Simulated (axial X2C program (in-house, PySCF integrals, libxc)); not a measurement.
# MgF⁺: cheaper levels and CCSD(T), 2c

Calculated with an in-house all-electron X2C program for linear molecules (integrals from PySCF). Two-component (2c) means X2C with spin–orbit coupling and atomic mean-field two-electron Coulomb and Gaunt terms. Basis: Mg dyall-cv3z [9s8p6d3f], F dyall-av3z [7s6p3d2f] (cores contracted in-house); Gaussian nuclei, density fitting, unrestricted open shells. Masses: Mg 23.985 u, F 18.998 u.

State: Ω = 0 (closed shell); fragments Mg+ + F.

```tsv
level	Re (Å)	ωe (cm⁻¹)	De (eV)
PBE0	1.691	837.6	4.15
HF	1.673	887.8	2.46
MP2	1.705	824.9	4.69
CCSD	1.696	843.6	4.28
PW91	1.710	797.3	4.52
```

Correlated methods: 8 electrons correlated (number of frozen shells: Mg 2 s, 1 p; F 1 s), 242 virtual spin orbitals or spinors in MP2, 82 natural virtuals in coupled cluster.

CCSD(T), same Hamiltonian and basis:

Re = 1.701 Å, ωe = 832.2 cm⁻¹, De = 4.41 eV; T1 = 0.013 (Lee–Taylor normalisation).

Question: Give the differences from CCSD(T) in the columns below.

Answer: 

```csv
level,ΔRe (Å),Δωe (cm⁻¹),ΔDe (eV)
PBE0,-0.010,5,-0.26
HF,-0.028,56,-1.95
MP2,0.004,-7,0.28
CCSD,-0.005,11,-0.13
PW91,0.009,-35,0.11
```

The state is a single determinant with fixed occupations, the lowest that a limited PBE0 search found. Closed shells are restricted here (equal orbitals for both partners); the stretched side of such a curve lies too high. De is counted from the lowest determinant-based energies of the atoms at the same level, without counterpoise correction. Coupled cluster ran in a truncated set of natural virtual spinors; the MP2 energy of the rest was added. (T) has no such correction and the atoms are truncated less, which lowers De at CCSD(T) by a hundredth of an eV or more. In 2c an atomic determinant is not the ground J level, so De misses part of the atomic spin–orbit lowering. This holds for PBE0, PW91. Without a current term, density functionals place determinants with orbital angular momentum somewhat too high.
